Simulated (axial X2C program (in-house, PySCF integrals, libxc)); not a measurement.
**Bond lengths and stretching modes, held linear, of AlCO**

Computed with an axial X2C code built on PySCF integrals: two-component X2C with atomic mean-field Coulomb and Gaunt terms, Gaussian nuclei, basis Al dyall-v3z, C dyall-v3z, O dyall-av3z with contracted cores. Spin-free rows use the one-electron spin-free X2C Hamiltonian.

Masses Al 26.982, C 12.000, O 15.995 u. States: 2c Ω = 1/2 (beyond evenly filled blocks: ω = 1/2); spin-free M_S = 1/2, Λ = 1 (beyond evenly filled blocks: π+α).

PBE0, 2c: energies above the lowest point

```
r(Al–C) (Å)  r(C–O) (Å)  E (meV)
     2.0407      1.1212    55.76
     2.0407      1.1500     9.72
     2.0407      1.1787    48.31
     2.0930      1.1212    41.50
     2.0930      1.1500     0.00
     2.0930      1.1787    42.58
     2.0930      1.2075   153.92
     2.1453      1.1212    44.75
     2.1453      1.1500     8.02
     2.1453      1.1787    54.86
     2.1976      1.1500    28.99
     2.1976      1.2075   199.46
```

Task: Fit a quadratic surface with cubic terms in each bond: where is the minimum, and what are the two stretching wavenumbers?

Result: At PBE0, 2c: bonds 2.094 and 1.149 Å; harmonic stretches 356.2 and 2004.0 cm⁻¹; force constants 1.03, 16.4 and coupling 0.45 mdyn/Å.

The other levels and Hamiltonians give:

```
Hamiltonian  level  r(Al–C) (Å)  r(C–O) (Å)  lower stretch (cm⁻¹)  upper stretch (cm⁻¹)
         2c     HF        2.156       1.116                 193.2                2069.2
         2c  B3LYP        2.111       1.152                 338.8                1971.0
         2c    MP2        2.095       1.161                 358.9                1967.3
  spin-free   PBE0        2.094       1.149                 356.2                2004.2
  spin-free     HF        2.155       1.116                 193.9                2069.1
  spin-free  B3LYP        2.111       1.152                 338.8                1971.1
  spin-free    MP2        2.095       1.161                 358.9                1967.0
```

Each state is one determinant, the lowest of a limited PBE0 search; the stretches come from a fit to these few points and carry an uncertainty of a few per cent. Other orders of the atoms were not compared. The levels spread by more than a fifth, so the stretches depend strongly on the method. MP2 freezes inner shells (threshold -2 hartree). The molecule was held linear; bending was not examined, so a bent shape may lie lower. Note: functional without a current term on a determinant with orbital currents, of the molecule or an atom.
